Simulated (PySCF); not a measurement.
# Shapes and spin states of CN₂

Method: PySCF, B3LYP, basis C def2-TZVP, N def2-TZVP (no relativity, density fitting).

Relaxations began from a few typed shapes and spin states; open shells are unrestricted. The search is not exhaustive: other isomers or separated fragments can lie lower, and high-lying points may rest on an excited occupation.

```json
{"spin": "triplet", "group": "D∞h", "bonds": "C–N 1.224 Å (×2)", "angles": "N–C–N 180.0°", "imaginary modes (cm⁻¹)": "none", "ΔE (kJ/mol)": "0.0", "ΔE with ZPE (kJ/mol)": "0.0"}
{"spin": "broken-symmetry Ms = 0 (⟨S²⟩ 1.03)", "group": "D∞h", "bonds": "C–N 1.223 Å (×2)", "angles": "N–C–N 180.0°", "imaginary modes (cm⁻¹)": "none", "ΔE (kJ/mol)": "39.8", "ΔE with ZPE (kJ/mol)": "40.3"}
{"spin": "singlet (closed shell, unstable to spin polarisation)", "group": "D∞h", "bonds": "C–N 1.222 Å (×2)", "angles": "N–C–N 180.0°", "imaginary modes (cm⁻¹)": "none", "ΔE (kJ/mol)": "137.3", "ΔE with ZPE (kJ/mol)": "139.2"}
```

The lowest minimum found is the triplet D∞h: C–N 1.224 Å (×2); N–C–N 180.0°.

The electron or spin density has lower symmetry than the nuclear frame for the broken-symmetry Ms = 0 (⟨S²⟩ 1.03) D∞h at 39.8 kJ/mol, singlet (closed shell, unstable to spin polarisation) D∞h at 137.3 kJ/mol.
